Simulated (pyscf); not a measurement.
Single points on ωB97X-D3(BJ)/def2-SVP structures (PySCF, gas phase). MP2 and CC: frozen core, UHF for open shells. ΔMP2 is the change of the MP2 total energy from the triple- to the quadruple-zeta basis.

Q: Estimate by transition-state theory the rate constant of H₂S + O atom (O) [triplet] → SH• + hydroxyl (OH•) (triplet surface; H–S broken, H–O formed) at 298 K, with CCSD(T)/def2-TZVPP + ΔMP2(QZVPP) energies (ideal gas, 1 atm, RRHO with modes under 100 cm⁻¹ raised to 100, one conformer, R ln 2 for rigid chiral ones; no tunnelling).

A: The electronic barrier is 8.3 kcal/mol and the thermal terms add +3.6, so ΔG‡ = 11.9 kcal/mol. With k_BT/h = 6.21e+12 s⁻¹ and RT = 0.592 kcal/mol, and a volume of 4.06e-20 cm³ per molecule at 1 atm, k = 4.6e-16 cm³ molecule⁻¹ s⁻¹. Wigner's tunnelling factor for 1189i cm⁻¹ would be 2.37, likely too low at so high a frequency. A shift of 1 kcal/mol in the barrier changes k by a factor 5.4. On the product side the descent ends in a bound adduct, 11.8 kcal/mol under the separated species and 26.9 kcal/mol under the saddle at ωB97X-D3(BJ)/def2-TZVP. At ωB97X-D3(BJ) the barrier from the zero used here is 4.6 kcal/mol. SH• + OH• also meet on a surface of lower spin, which isn't treated here. This is the saddle that the search found; another between the same sides may lie lower. The angle at the transferred H is 137°. The CCSD(T) − MP2 part came from Ansatz, without density fitting, on the same reference. Left out: orbital degeneracy and the spin-orbit lowering of O.
